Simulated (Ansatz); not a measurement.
A made-up structure of CH5B2 (charge -1), singlet:

B1  (-0.845, 0.922, -0.886)
B2  (0.048, 0.328, 0.640)
C3  (0.826, -1.113, 0.538)
H4  (-0.843, 0.178, -2.035)
H5  (-1.555, 2.086, -1.029)
H6  (0.082, 1.028, 1.823)
H7  (1.461, -1.652, 1.441)
H8  (0.826, -1.776, -0.492)
(Å)

It is relaxed with PBE-D4/def2-SVPD and then PBE0-D4/def2-TZVPD (Ansatz 0.2.0). Atoms count as bonded within 1.22 times the sum of their covalent radii (H–H: 0.88 Å). The end point is not checked to be a true minimum.

Task: Does its bonding change? (A judgement: the text doesn't fix the answer.)

Result: Computed: No: no bond forms or breaks.

Where it ends: The first stage lowers the energy by 1.38 eV in 4 steps. It ends as CH₅B₂ ([BH2][BH][CH2]), total charge -1:
```
8
angstrom
B -0.7545 0.8232 -0.7913
B 0.0423 0.2926 0.5718
C 0.7378 -0.9939 0.4806
H -0.7529 0.1590 -1.8166
H -1.3880 1.8624 -0.9191
H 0.0733 0.9177 1.6278
H 1.3045 -1.4751 1.2865
H 0.7375 -1.5858 -0.4397
```

Labels in which every atom is bracketed show which atoms are joined, not bond orders.

For scale, one of the runs: PBE0-D4/def2-TZVPD relaxation, 156 basis functions, launched by `ansatz run in.yaml --threads 2 --pin off --events-out ev --progress --plain --max-ram 4352MiB`. Hardware: 2 CPU threads of an Arm Neoverse V1, shared host. Wall time about 17 s.
